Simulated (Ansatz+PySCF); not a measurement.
**doublet SO₂(+): levels of theory in one basis**

```yaml
atoms:
  - { symbol: S, position_ang: [0.0000, -0.3821, 0.0000] }
  - { symbol: O, position_ang: [0.0000, 0.1910, 1.2849] }
  - { symbol: O, position_ang: [0.0000, 0.1910, -1.2849] }
```

Basis set: cc-pVTZ on O; cc-pV(T+d)Z on S (spherical functions). Correlated methods keep 7 orbitals frozen. Correlation on ROHF uses semicanonical orbitals with singles. Charge 1, multiplicity 2.

Computed with Ansatz (development build ahead of 0.2.0); each method stands on the lowest determinant of its kind that the runs found.

```json
{"method": "ROHF", "E − E(ROHF) (eV)": "0.00", "<S²> of the determinant": "0.75"}
{"method": "UHF", "E − E(ROHF) (eV)": "-0.37", "<S²> of the determinant": "0.87"}
{"method": "ROHF-MP2", "E − E(ROHF) (eV)": "-16.99", "<S²> of the determinant": "–"}
{"method": "UHF-MP2", "E − E(ROHF) (eV)": "-17.03", "<S²> of the determinant": "0.87"}
```

The restricted and unrestricted rows may stand on different electronic states: another unrestricted solution lies nearer the restricted one.

Caution: the determinant breaks the point group. Caution for UHF, UHF-MP2: the unrestricted determinant is spin contaminated. Caution for ROHF-MP2, UHF-MP2: forces differ strongly between restricted and unrestricted references; MP2 on this radical cation hangs on the determinant chosen; another reference gives a lower total.
